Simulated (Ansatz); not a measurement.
# What a trial cell of Ag2Ir relaxes into

Computed with DFT PBE, scalar-relativistic, plane waves, PAW (Ansatz). Cutoff 420 eV, Γ-centred k mesh, Gaussian smearing, no spin polarisation in the final step.

Ag2Ir was placed on the MoSi2 (C11b) structure type (I4/mmm, No. 139), with Ir in place of Mo, Ag in place of Si, at a guessed volume.

```
Ag Ir
1.0
    -1.72821    1.72821    4.23952
     1.72821   -1.72821    4.23952
     1.72821    1.72821   -4.23952
Ag Ir
2 1
Cartesian
  0.0000 0.0000 5.6386
  0.0000 0.0000 2.8405
  0.0000 0.0000 0.0000
```

Cell and atoms relax at zero pressure; the relaxation can't lower the symmetry of the start.

Formation energies are uncorrected and refer to the elements' standard structures at the same level.

Describe the relaxed structure.

It keeps I4/mmm (No. 139), but not the shape of the type it started on. Conventional cell: a = 2.749 Å, c = 13.069 Å. Around Ag lie 4 Ag at 2.75 Å, 4 Ir at 2.89 Å and 4 Ag at 2.97 Å; around Ir lie 4 Ir at 2.75 Å and 8 Ag at 2.89 Å.

```xyz
3
Lattice="-1.3747 1.3747 6.5344 1.3747 -1.3747 6.5344 1.3747 1.3747 -6.5344" Properties=species:S:1:pos:R:3 pbc="T T T"
Ag    0.0000    0.0000    8.6759
Ag    0.0000    0.0000    4.3929
Ir    0.0000    0.0000    0.0000
```

What are its volume, energy, density and gap?

The volume per atom is 16.47 Å³, the density is 13.71 g/cm³ and the energy over the elements is 0.36 eV/atom. The gap on the 24×24×24 mesh is 0 eV (a metal).

The final run used a 24×24×24 mesh on its 3-atom cell and 0.10 eV smearing. The k mesh leaves about 4 meV/atom of noise in metals. Spin–orbit coupling is left out. Symmetry constrained the relaxation, so the result can be a saddle point. The steps took about 10 core-minutes in all.